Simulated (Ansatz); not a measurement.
Hf (hcp): energy against volume

Computed with Ansatz, DFT, r2SCAN, plane waves (500 eV) with PAW, scalar-relativistic. (PAW data from PBE, frozen cores regenerated.)

The cell is scaled uniformly from the relaxed one, with fractional coordinates and shape fixed. Energies are extrapolated to zero smearing, pressures are those at the given smearing. Magnetic state: spin not included.

A Birch-Murnaghan fit gives V₀ = 22.35 Å³/atom, B₀ = 111 GPa, B₀′ = 3.3.

**Question.** What are the energy above the minimum and the pressure at 19.691 Å³/atom?

**Answer.** 130.3 meV/atom and 17.26 GPa as computed.

**Question.** What are the energy above the minimum and the pressure at 23.272 Å³/atom?

**Answer.** 12.5 meV/atom and -4.11 GPa as computed.

**Question.** What are the energy above the minimum and the pressure at 24.167 Å³/atom?

**Answer.** 45.6 meV/atom and -7.52 GPa as computed.
